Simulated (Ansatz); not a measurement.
Input file:

```yaml
crystal:
  periodic: [false, false, false]
  atoms:
    - {symbol: Si, position_ang: [0.000000, -0.144988, 0.918438]}
    - {symbol: C, position_ang: [0.000000, 0.132779, -2.274622]}
    - {symbol: H, position_ang: [0.000000, 2.457783, 1.512990]}
basis:
  gaussian: {orbitals: def2-SVPD}
magnetization: {spin_polarized: false, initial_magnetization: 3}
correlation: {active_space: {ras: {orbitals: [3, 3, 40], electrons: 29, max_holes: 2, max_particles: 2}, fixed_orbitals: true}}
accuracy: high
```

```sh
$ ansatz run in.yaml --threads 1 --pin off --events-out ev --progress --plain --max-ram 2393MiB
```

(1) What does the program do with this input?

Results:

(1) Stopped by an error. The input was made wrong on purpose (electron count of the space is wrong), so the run isn't a sound calculation of what was asked.
```
976 factors; integrals over basis functions are off by at most 3.9e-9 eV
mean field evaluation 1: about -8891.2899 eV, gradient 1.3e1 eV
mean field evaluation 2: about -8891.3045 eV, gradient 1.3e1 eV
mean field evaluation 4: about -8892.4045 eV, gradient 1.2e1 eV
mean field evaluation 8: about -8894.0748 eV, gradient 5.1e0 eV
mean field evaluation 16: about -8894.4650 eV, gradient 1.7e-1 eV
mean field evaluation 32: about -8894.4706 eV, gradient 1.4e-1 eV
mean field evaluation 64: about -8890.0297 eV, gradient 1.5e1 eV
mean field evaluation 96: about -8892.0177 eV, gradient 1.0e1 eV
mean field evaluation 128: about -8892.4046 eV, gradient 1.0e1 eV
mean field evaluation 160: about -8894.4455 eV, gradient 2.2e-1 eV
mean field evaluation 192: about -8893.5978 eV, gradient 3.1e0 eV
mean field evaluation 224: about -8891.7428 eV, gradient 8.1e0 eV
mean field evaluation 256: about -8894.0438 eV, gradient 1.3e0 eV
mean field evaluation 288: about -8894.4591 eV, gradient 8.6e-1 eV
mean field evaluation 320: about -8894.4738 eV, gradient 3.8e-6 eV
mean field -8894.48088175 eV, -326.8661435085 hartree, gradient 1.8e-8 eV, S^2 3.750000; 16 other end points of the search recorded, 0 dependent functions left out
reference -8894.48088175 eV, -326.8661435085 hartree; 12, 9 occupied and 40, 43 virtual orbitals, 976 factors
Error: 29 electrons in 46 orbitals form no window around the highest filled level of the reference
```
